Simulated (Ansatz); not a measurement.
CsCl-type TlBr was calculated with PBE0 in Ansatz (PAW).

Numerical settings: plane-wave cutoff 460 eV, 6×6×6 k mesh, Fermi–Dirac smearing 0.01 eV, scalar-relativistic PAW data made under PBE.

Computed at the level's own relaxed cell.

Task: Give the computed direct gap at Γ, pressure derivative B′ of the bulk modulus, volume per atom, lattice constant a and bulk modulus.

Result: 
- direct gap at Γ: 10.09 eV
- pressure derivative B′ of the bulk modulus: 5.1
- volume per atom: 32.70 Å³/atom
- lattice constant a: 4.029 Å
- bulk modulus: 20.9 GPa

Measured, for comparison: equilibrium volume per atom 31.62 Å³/atom, lattice constant a 3.984 Å (temperature not stated, no zero-point or thermal correction; as tabulated in Du and Singh (2010), arXiv:1001.5458). Computed (rounded) less measured: equilibrium volume per atom +3.4 %, lattice constant a +1.1 %.

Spin–orbit coupling is not included; with these elements it can move the gap by several tenths of an eV or more.

The result took very roughly 8 core-minutes.

Ansatz is a first-principles code.
